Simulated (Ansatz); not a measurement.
The inner images of a band of H₆N₃P (10 atoms, charge 0, multiplicity 1) are given out of order.

Computed with RKS BHLYP-D4/STO-3G (Ansatz).

Image 0:

```xyz
10
Properties=species:S:1:pos:R:3
N -1.028 -0.111 -1.110
P 0.649 -0.197 -0.592
N 0.259 -1.312 0.740
N 0.840 1.164 0.505
H -1.155 0.595 -1.861
H -1.659 0.174 -0.334
H 1.145 -1.479 1.266
H 0.052 -2.241 0.310
H -0.004 1.306 1.095
H 0.984 2.050 -0.016
```

Image 8:

```xyz
10
Properties=species:S:1:pos:R:3
N -1.177 0.416 -0.853
P 0.513 -0.090 -0.695
N 0.195 -1.469 0.369
N 0.926 1.050 0.596
H -1.755 -0.214 -0.254
H -1.502 0.211 -1.820
H 0.302 -1.142 1.353
H 0.958 -2.168 0.251
H 0.060 1.578 0.843
H 1.564 1.778 0.212
```

Question: Put them in order from the first end to the last, with their energies above the first end.
A.
```xyz
10
Properties=species:S:1:pos:R:3
N -1.001 -0.063 -0.849
P 0.758 -0.026 -0.469
N 0.682 -1.324 0.715
N 0.714 1.290 0.689
H -1.119 -0.489 -1.795
H -1.320 0.920 -0.998
H 1.176 -2.164 0.356
H -0.314 -1.607 0.829
H -0.105 1.209 1.324
H 0.613 2.201 0.200
```
B.
```xyz
10
Properties=species:S:1:pos:R:3
N -1.118 0.285 -0.811
P 0.628 0.033 -0.500
N 0.346 -1.337 0.609
N 0.834 1.206 0.795
H -1.537 -0.639 -1.061
H -1.202 0.826 -1.701
H 1.287 -1.687 0.900
H -0.027 -2.129 0.038
H -0.044 1.235 1.357
H 0.916 2.156 0.378
```
C.
```xyz
10
Properties=species:S:1:pos:R:3
N -0.930 -0.189 -1.032
P 0.759 -0.120 -0.503
N 0.523 -1.279 0.818
N 0.766 1.289 0.544
H -1.024 0.206 -1.989
H -1.541 0.408 -0.436
H 1.254 -2.017 0.748
H -0.368 -1.781 0.617
H -0.010 1.263 1.235
H 0.656 2.168 0.002
```
D.
```xyz
10
Properties=species:S:1:pos:R:3
N -1.111 0.362 -0.863
P 0.607 0.025 -0.549
N 0.268 -1.338 0.553
N 0.878 1.166 0.767
H -1.658 -0.513 -0.726
H -1.234 0.593 -1.871
H 1.153 -1.532 1.074
H 0.149 -2.195 -0.032
H -0.012 1.273 1.299
H 1.044 2.107 0.351
```
E.
```xyz
10
Properties=species:S:1:pos:R:3
N -1.106 0.174 -0.786
P 0.658 0.019 -0.474
N 0.448 -1.326 0.675
N 0.802 1.257 0.763
H -1.403 -0.680 -1.313
H -1.218 0.925 -1.505
H 1.348 -1.854 0.714
H -0.217 -2.009 0.250
H -0.048 1.245 1.363
H 0.819 2.197 0.318
```
F.
```xyz
10
Properties=species:S:1:pos:R:3
N -1.106 0.412 -0.921
P 0.585 -0.004 -0.608
N 0.209 -1.354 0.495
N 0.905 1.119 0.714
H -1.710 -0.300 -0.458
H -1.308 0.324 -1.937
H 0.946 -1.359 1.233
H 0.368 -2.250 -0.017
H 0.007 1.327 1.201
H 1.185 2.034 0.302
```
G.
```xyz
10
Properties=species:S:1:pos:R:3
N -1.136 0.434 -0.911
P 0.547 -0.056 -0.662
N 0.182 -1.410 0.431
N 0.924 1.070 0.647
H -1.735 -0.188 -0.325
H -1.413 0.214 -1.890
H 0.635 -1.199 1.345
H 0.677 -2.262 0.092
H 0.027 1.432 1.038
H 1.376 1.914 0.238
```

Answer: C (+3.4 kJ/mol), A (+7.0 kJ/mol), E (+16.1 kJ/mol), B (+12.3 kJ/mol), D (+2.4 kJ/mol), F (-8.4 kJ/mol), G (-14.0 kJ/mol).

Run time: 3.5 min on 1 thread of Arm Neoverse V1, on a shared host, peak memory 0.092 GiB.
